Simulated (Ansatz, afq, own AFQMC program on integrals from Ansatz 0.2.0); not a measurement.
**AlSiH, triplet in 6-31G, levels against full CI**

```xyz
3

Si    0.0000   -0.0866    2.8051
Al    0.0000   -0.0284   -2.9483
H     0.0000    3.1718    0.7592
```

Connectivity, by distances: Si ··· Al ··· H.

Basis 6-31G. Only valence electrons are correlated. AFQMC by an in-house program on the Cholesky factors that Ansatz 0.2.0 writes for its CCSD(T) run. ph-AFQMC/CISD is guided by a CISD state made of CCSD amplitudes; releasing the constraint for a short imaginary time cuts its bias at the price of noise, slowly where states lie close. Error bars are statistical, one sigma.

Determinant: ROHF, the one that the program's search chose, which needn't be the lowest solution. The geometry is a point of a scan.

Full CI on the same integrals is exact in this basis and with this determinant's frozen core.

Cautions: lower spins were not checked; a spin-contaminated unrestricted determinant lies lower (UHF 3.32 eV lower, ⟨S²⟩ 2.99); the search met a lower determinant of the same kind, perhaps of another symmetry (1.69 eV lower), and this one is a saddle point; strong correlation (T1 0.253, weight of the determinant 0.36, largest double 0.39); the CCSD(T) amplitudes may be one of several solutions (largest double 0.39); the released energies are still falling, so no released level is given (meV from the phaseless value at times in 1/Eh: -7 ± 7 at 0.24, -18 ± 7 at 0.51, -33 ± 5 at 0.99, -46 ± 5 at 1.62, -62 ± 4 at 2.40); the ph-AFQMC/CISD walk drifts between its halves (2.4 errors); the next higher spin lies close (full CI puts it 61 meV above).

The T1 diagnostic is 0.2530 and the weight of the determinant in the CISD state is 0.362. The size of the correlated space is 8 electrons in 18 orbitals.

```
  level  correlation energy (eV)
    MP2                  -2.4652
   CCSD                  -4.7212
CCSD(T)                  -4.7801
```

(1) Estimate where phaseless AFQMC with the Hartree–Fock trial lies against CCSD(T) on the same integrals.

(1) 1492.4 ± 38.5 meV above CCSD(T).

Reference: full CI, correlation energy -4.811 eV. The cautions show a poor starting determinant, so the rows tell how each method copes with it here, and full CI is the sure value.

| level | E − E(reference) (meV) | share of correlation (%) |
| --- | --- | --- |
| CCSD(T) | 30.9 | 99.36 |
| ph-AFQMC/HF | 1523.3 ± 38.5 | 68.34 |
| ph-AFQMC/CISD | 160.1 ± 5.9 | 96.67 |

A walk keeps the symmetry of its determinant, which the program's search chose and which needn't be the lowest solution, so a lower state of the same spin and another symmetry isn't excluded.
